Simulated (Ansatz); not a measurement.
Geometry optimisation, RKS r2SCAN-D4/def2-SVP in Ansatz.

The input (input.yaml):

```yaml
crystal:
  periodic: [false, false, false]
  atoms:
    - { symbol: C, position_ang: [-0.4557, 0.07601, -0.64771] }
    - { symbol: B, position_ang: [0.50286, -0.09174, 0.38936] }
    - { symbol: Cl, position_ang: [-0.00522, 0.06741, 2.16887] }
    - { symbol: H, position_ang: [-1.51228, 0.29518, -0.50859] }
    - { symbol: H, position_ang: [-0.19812, -0.01364, -1.70338] }
    - { symbol: H, position_ang: [1.66846, -0.33322, 0.30145] }
total_charge: -1
basis:
  gaussian: { orbitals: def2-SVP }
hamiltonian:
  xc: r2scan
  dispersion: d4
relax:
  f_tol: 0.015
  max_steps: 40
```

Run as:

```bash
$ ansatz run input.yaml --threads 1 --pin off --max-ram 2048MiB --backend cpu --events-out ev --progress --plain --runs-dir out
```

Where does it end, and by what steps?

The run converged. Limits of this set-up: an anion without diffuse functions, the dipole of an ion depends on the origin. After 5 steps the energy has fallen by 0.047 eV; Cl3 moved furthest, 0.05 Å.

| step | energy less start (eV) | largest force component (eV/Å) | accepted |
| --- | --- | --- | --- |
| 0 | 0.0000 | 0.727 | yes |
| 1 | -0.0414 | 0.273 | yes |
| 2 | -0.0455 | 0.100 | yes |
| 3 | -0.0467 | 0.060 | yes |
| 4 | -0.0469 | 0.018 | yes |
| 5 | -0.0469 | 0.001 | yes |

```xyz
6
Properties=species:S:1:pos:R:3
C -0.468 0.076 -0.669
B 0.493 -0.089 0.397
Cl 0.002 0.068 2.222
H -1.534 0.300 -0.513
H -0.181 -0.017 -1.728
H 1.688 -0.338 0.291
```

Whether the end is a true minimum wasn't checked by a vibrational analysis.

Time of the run: 38 s on 1 thread of Intel(R) Xeon(R) Processor @ 2.50GHz (Skylake/Cascade Lake) (shared host), peak memory 0.14 GiB.
